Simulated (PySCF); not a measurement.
A species of formula C3H5NS has this rotational fingerprint, computed with PBE0-D3(BJ)/def2-SVP geometry optimisation, gas phase in PySCF:

```
Rotational constants : A = 17438, B = 1620, C = 1510 MHz
Dipole components    : |μa| = 3.84 D, |μb| = 0.21 D, |μc| = 0.00 D
Inertial defect      : -6.34 u·Å²
κ                    : -0.99
```

Task: Which structure is it? (One computed conformer of each.)
A. `[H]/[N:1]=[CH:2]\[CH2:3][CH:4]=[S:5]` with N1–C2–C3–C4 -122°, C2–C3–C4–S5 122°
B. `[CH3:1][CH2:2][N:3]=[C:4]=[S:5]` with C1–C2–N3–C4 -1°
C. `[N:1]#[C:2][CH2:3][CH2:4][SH:5]` with C2–C3–C4–S5 -178°, C3–C4–S5–H -70°

Result: B. It is CCN=C=S, a near-prolate asymmetric top, point group Cs. The candidates at the same level (rigid rotor, commonest isotopes):

| SMILES | A (MHz) | B (MHz) | C (MHz) | μa (D) | μb (D) | μc (D) | Δ (u·Å²) | point group | rotor |
| --- | --- | --- | --- | --- | --- | --- | --- | --- | --- |
| CCN=C=S | 17438 | 1620 | 1510 | 3.84 | 0.21 | 0.00 | -6.34 | Cs | near-prolate asymmetric top |
| [H]/N=C\CC=S | 13381 | 1745 | 1661 | 0.10 | 1.77 | 0.85 | -23.12 | C1 | near-prolate asymmetric top |
| N#CCCS | 25124 | 1488 | 1442 | 2.55 | 1.05 | 0.80 | -9.24 | – | near-prolate asymmetric top |

`N#CCCS` has A 44 % too high; `[H]/N=C\CC=S` has A 23 % too low. In the right answer the mirror of this Cs structure is the ab plane, so μc vanishes by symmetry (the 0.01 D computed is a residue). No structure here is proved a minimum.
